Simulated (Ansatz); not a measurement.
The input, for Ansatz 0.2.0:

```yaml
crystal:
  periodic: [false, false, false]
  atoms:
    - {symbol: Ge, position_ang: [0.000000, 0.000000, 0.000000]}
    - {symbol: As, position_ang: [0.000000, 0.000000, 2.243700]}
basis:
  gaussian: {orbitals: aug-cc-pVDZ}
total_charge: 1
magnetization: {spin_polarized: true, initial_magnetization: 2}
correlation: {method: ccsd_t, electrons: outside_noble_gas}
scf: {lower_state_search: full}
```

```sh
$ ansatz run in.yaml --threads 1 --pin off --events-out ev --progress --plain --max-ram 2393MiB
```

Log:

```
839 factors; integrals over basis functions are off by at most 6.0e-4 eV
mean field evaluation 1: about -117257.8757 eV, gradient 1.1e1 eV
mean field evaluation 2: about -117257.8759 eV, gradient 1.1e1 eV
mean field evaluation 4: about -117259.0214 eV, gradient 1.5e0 eV
mean field evaluation 8: about -117259.0844 eV, gradient 4.6e-1 eV
mean field evaluation 16: about -117259.2947 eV, gradient 1.3e-6 eV
mean field evaluation 32: about -117259.0588 eV, gradient 6.3e-1 eV
mean field evaluation 64: about -117259.2609 eV, gradient 1.3e0 eV
mean field evaluation 96: about -117259.2947 eV, gradient 1.3e-4 eV
mean field evaluation 128: about -117259.2947 eV, gradient 9.0e-5 eV
mean field evaluation 160: about -117259.0400 eV, gradient 4.1e-1 eV
...
mean field evaluation 1024: about -117256.1134 eV, gradient 4.8e-3 eV
mean field evaluation 1056: about -117255.7333 eV, gradient 9.1e-3 eV
mean field evaluation 1088: about -117259.0356 eV, gradient 1.1e-2 eV
mean field evaluation 1120: about -117257.6901 eV, gradient 2.2e-3 eV
mean field evaluation 1152: about -117256.5465 eV, gradient 3.5e-3 eV
mean field evaluation 1184: about -117257.3688 eV, gradient 5.3e0 eV
mean field evaluation 1216: about -117255.7163 eV, gradient 1.7e0 eV
mean field evaluation 1248: about -117254.6028 eV, gradient 1.1e1 eV
mean field evaluation 1280: about -117256.5465 eV, gradient 3.1e-6 eV
mean field -117259.89528197 eV, -4309.2216700007 hartree, gradient 1.5e-6 eV, S^2 2.013319; 24 other end points of the search recorded, 0 dependent functions left out
determinant -117259.89528197 eV, -4309.2216700007 hartree, with singles and doubles -117263.88731887 eV, -4309.3683746507 hartree
determinant -117259.29465414 eV, -4309.1995973352 hartree, with singles and doubles -117263.50022746 eV, -4309.3541493040 hartree
determinant -117259.05502118 eV, -4309.1907909861 hartree, with singles and doubles -117263.47476547 eV, -4309.3532135930 hartree
determinant -117259.03558776 eV, -4309.1900768212 hartree, with singles and doubles -117263.51549947 eV, -4309.3547105400 hartree
determinant -117257.79442209 eV, -4309.1444648242 hartree, with singles and doubles -117261.30378619 eV, -4309.2734315760 hartree
determinant -117257.69009623 eV, -4309.1406309194 hartree, with singles and doubles -117261.18878833 eV, -4309.2692054825 hartree
determinant -117256.54650439 eV, -4309.0986046946 hartree, with singles and doubles -117260.31206865 eV, -4309.2369866286 hartree
determinant -117259.89528197 eV, -4309.2216700007 hartree, with singles and doubles -117263.88708554 eV, -4309.3683660761 hartree
determinant -117259.29465414 eV, -4309.1995973352 hartree, with singles and doubles -117263.51802336 eV, -4309.3548032914 hartree
determinant -117259.05502118 eV, -4309.1907909861 hartree, with singles and doubles -117263.49283417 eV, -4309.3538776057 hartree
determinant -117259.03558776 eV, -4309.1900768212 hartree, with singles and doubles -117263.51561396 eV, -4309.3547147473 hartree
28 core orbitals not correlated: weight in the atoms' cores, before any rotation towards them, 0.999 or more for the frozen orbitals, at most 0.000 for the correlated occupied ones
reference -117259.89528197 eV, -4309.2216700007 hartree; 5, 3 occupied and 39, 41 virtual orbitals, 839 factors
second order -3.17101201 eV of doubles, -0.00000000 eV of singles
cycle   1  -3.99180364 eV  change   -6.7e-8 eV  update   2.5e-6
perturbative correction -0.14408424 eV, -0.0052949982 hartree
Total energy: -117264.03116985 eV, -4309.3736610768 hartree
```

Ran on 1 thread of Arm Neoverse V1, shared host: 78 s wall, 0.21 GiB peak host memory.
